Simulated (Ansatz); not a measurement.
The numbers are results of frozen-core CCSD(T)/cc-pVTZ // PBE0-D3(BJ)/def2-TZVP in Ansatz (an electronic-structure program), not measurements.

Ansatz 0.2 input:
```yaml
crystal:
  periodic: [false, false, false]
  atoms:
    - { symbol: O, position_ang: [0.486533, -0.000003, -0.000002] }
    - { symbol: H, position_ang: [-0.486533, 0.000003, 0.000002] }
basis:
  gaussian: { orbitals: cc-pVTZ }
correlation:
  method: ccsd_t
magnetization:
  spin_polarized: true
  initial_magnetization: 1
```

Output:

```
Functional definition: HF
261 factors; integrals over basis functions are off by at most 8.8e-4 eV
mean field evaluation 1: about -2051.7658 eV, gradient 1.2e1 eV
mean field evaluation 2: about -2051.7661 eV, gradient 1.2e1 eV
mean field evaluation 4: about -2052.2522 eV, gradient 1.3e0 eV
mean field evaluation 8: about -2052.2590 eV, gradient 5.9e-4 eV
mean field evaluation 16: about -2050.8057 eV, gradient 1.6e1 eV
mean field evaluation 32: about -2052.2590 eV, gradient 5.7e-2 eV
mean field -2052.25903982 eV, -75.4191286422 hartree, gradient 1.6e-6 eV, S^2 0.756092; 2 other end points of the search recorded, 0 dependent functions left out
1 core orbitals not correlated
reference -2052.25903982 eV, -75.4191286422 hartree; 4, 3 occupied and 39, 40 virtual orbitals, 261 factors
second order -5.43543345 eV of doubles, -0.00000000 eV of singles
cycle   1  -5.68387012 eV  change   -2.5e-1 eV  update   3.2e-2
cycle   2  -5.79588305 eV  change   -1.1e-1 eV  update   1.1e-2
cycle   3  -5.80903619 eV  change   -1.3e-2 eV  update   3.9e-3
cycle   4  -5.80853355 eV  change    5.0e-4 eV  update   1.5e-3
cycle   5  -5.80915591 eV  change   -6.2e-4 eV  update   6.3e-4
cycle   6  -5.80930727 eV  change   -1.5e-4 eV  update   2.2e-4
cycle   7  -5.80932724 eV  change   -2.0e-5 eV  update   7.1e-5
cycle   8  -5.80931054 eV  change    1.7e-5 eV  update   2.3e-5
cycle   9  -5.80931155 eV  change   -1.0e-6 eV  update   6.3e-6
perturbative correction -0.13885325 eV, -0.0051027626 hartree
Total energy: -2058.20720461 eV, -75.6377196666 hartree
```

Cost: about 0.5 core-seconds (a rough figure).
